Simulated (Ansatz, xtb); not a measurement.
**Two conformers of C3H5Cl2+**

Structure X is `C[C+](Cl)CCl`, a singlet and structure Y is `C[C+](Cl)CCl`, a singlet. Both are isolated ions in the gas phase, relaxed with r2SCAN-D4/def2-SVP.

X (Å):

```csv
atom,x (Å),y (Å),z (Å)
C,-0.6025,-0.2408,1.8532
C,-1.3990,-0.6418,0.7156
C,-0.8543,-0.7636,-0.6516
Cl,-3.0129,-0.9947,0.8992
Cl,0.8521,-0.3851,-0.8215
H,0.2803,-0.9163,1.9020
H,-1.1474,-0.1977,2.8021
H,-0.1173,0.7281,1.5998
H,-1.0522,-1.7941,-1.0136
H,-1.4553,-0.1163,-1.3239
```

Y (Å):

```
atom    x (Å)    y (Å)    z (Å)
   C  -1.9054   0.0130   1.3246
   C  -1.0159  -0.5962   0.3389
   C  -0.6970   0.0534  -0.9534
  Cl  -0.2986  -2.0580   0.6772
  Cl  -2.1555  -0.6071  -1.7904
   H  -2.5110  -0.7294   1.8662
   H  -1.2362   0.4732   2.0871
   H  -2.5200   0.8120   0.8889
   H   0.2130  -0.3104  -1.4465
   H  -0.7582   1.1504  -0.9225
```

Energies in hartree; the thermal terms are from r2SCAN-D4/def2-SVP harmonic frequencies (ideal gas, rigid rotor, one conformer each, 298.15 K, 1 atm) and include the zero-point energy:

|  | X | Y |
| --- | --- | --- |
| E, CCSD(T)/def2-SVP | −1035.572528 | −1035.572541 |
| E, MP2/def2-SVP | −1035.493082 | −1035.492529 |
| E, MP2/def2-TZVPP | −1036.133720 | −1036.135009 |
| zero-point energy | 0.071108 | 0.072693 |
| H(298 K) − E | 0.078276 | 0.079779 |
| G(298 K) − E | 0.040092 | 0.041891 |

Task: Correct the CCSD(T) difference for the basis set by the MP2 change, then work out ΔE, ΔE₀, ΔH and ΔG for X → Y in kcal/mol (1 Eh = 627.51 kcal/mol) and the equilibrium ratio [Y]/[X].

Result: 1. Differences Y − X: CCSD(T) −0.000013, MP2 in the small set +0.000553, MP2 in the large set −0.001289 Eh.
2. ΔE = −0.000013 + (−0.001289 − (+0.000553)) = −0.001855 Eh = −1.16 kcal/mol.
3. ΔE₀ = ΔE + ΔZPE = −0.001855 + (+0.001585) Eh = −0.17 kcal/mol.
4. ΔH = ΔE + (+0.001503) Eh = −0.22 kcal/mol.
5. ΔG = ΔE + (+0.001799) Eh = −0.04 kcal/mol, so ΔS = (ΔH − ΔG)/T = −2.6 J/(mol K).
6. kT = 0.9442 mEh, so K = [Y]/[X] = exp(−ΔG/kT) = exp(+0.06) ≈ 1.1.

The two are too close for this level to say which is favoured. An error of 1 kcal/mol in ΔG would change K by a factor of 5.4. r2SCAN-D4/def2-SVP, HF/def2-SVP gave ΔE the other sign. Mirror images and further conformers aren't counted.

Other levels gave ΔE = +1.2 (r2SCAN-D4/def2-SVP); +1.0 (HF/def2-SVP); +0.3 (MP2/def2-SVP); 0.0 (CCSD(T)/def2-SVP) kcal/mol. The correlated steps freeze 13 core orbitals. Programs: Ansatz 0.2.0.
